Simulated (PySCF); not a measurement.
## Working out the electron affinity of B

B⁻ [He] 2s2 2p2 (3P) → B [He] 2s2 2p1 (2P). Computed with PySCF 2.14 in aug-cc-pVQZ, with the non-relativistic Hamiltonian (point nucleus). Frozen: 1s2. Energies in hartree (1 hartree = 27.21139 eV):

```tsv
part	B⁻ (lower)	B (upper)
UHF	-24.521784	-24.532984
CCSD correlation	-0.084157	-0.066497
(T)	-0.003938	-0.001466
```

Task: What does Hartree-Fock give?

Result: (-24.532984) − (-24.521784) = -0.011200 hartree = -0.305 eV.

Task: What do CCSD and CCSD(T) give?

Result: The CCSD correlation energies differ by 0.017660 hartree = 0.481 eV and the triples by 0.002472 hartree = 0.067 eV, so CCSD gives 0.176 eV and CCSD(T) 0.243 eV.

A first-order spin-orbit estimate adds -0.001 eV to CCSD(T) (valence), giving 0.242 eV against 0.280 eV (measured; photodetachment measurements, as compiled on the Wikipedia data page of electron affinities).

What remains against the reference includes basis incompleteness, the frozen core and higher excitations.
